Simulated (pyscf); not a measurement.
Structures and frequencies: ωB97X-D3(BJ)/def2-SVP in PySCF.

SMILES: [Al]([NH][SiH3])([CH3])[CH3]
```xyz
15

C      0.7957     1.6754     1.1937
Al    -0.3544     0.9929    -0.2336
C     -1.5204     2.1353    -1.3129
N     -0.3418    -0.7727    -0.5729
Si     0.5730    -2.0255     0.2072
H      0.7114     2.7687     1.3087
H      0.5476     1.2186     2.1676
H      1.8579     1.4417     1.0050
H     -2.2401     2.6774    -0.6740
H     -2.1003     1.5848    -2.0718
H     -0.9346     2.9094    -1.8397
H     -0.9510    -1.0989    -1.3216
H     -0.2967    -3.0627     0.8470
H      1.4805    -2.7510    -0.7371
H      1.4074    -1.3909     1.2684
```
Charge 0, spin multiplicity 1.

Question: How much does it cost (ΔH, 298 K, ωB97M-D3(BJ)/def2-TZVP) to split H₃C–Al(CH₃)–NH–SiH₃ at its N–Si bond into [H₃C–Al(CH₃)–NH]• + SiH₃•?

Answer: N–Si to [H₃C–Al(CH₃)–NH]• + SiH₃•: 113.4 kcal/mol. The 7 functionals that were run give +105.2 (r²SCAN) to +115.1 kcal/mol (ωB97X-D3(BJ)). The radicals are drawn with the spin at the cut bond; how far it spreads was not checked. Other isomers of [H₃C–Al(CH₃)–NH]• were not searched in full and may lie lower.
